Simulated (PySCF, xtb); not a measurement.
C₃H₄, SMILES C=C=C.

GFN2-xTB (xtb) at its own geometry gives an orbital gap of 5.63 eV and a dipole moment of 0.00 D.

Geometry optimised at B3LYP-D3(BJ)/def2-TZVP.

Q: What does PBE0/def2-TZVPD run with PySCF give? (An estimate is asked for; the answer gives what the named calculation found.)

A: gap 7.98 eV (levels -7.74 and 0.25 eV), dipole 0.00 D.
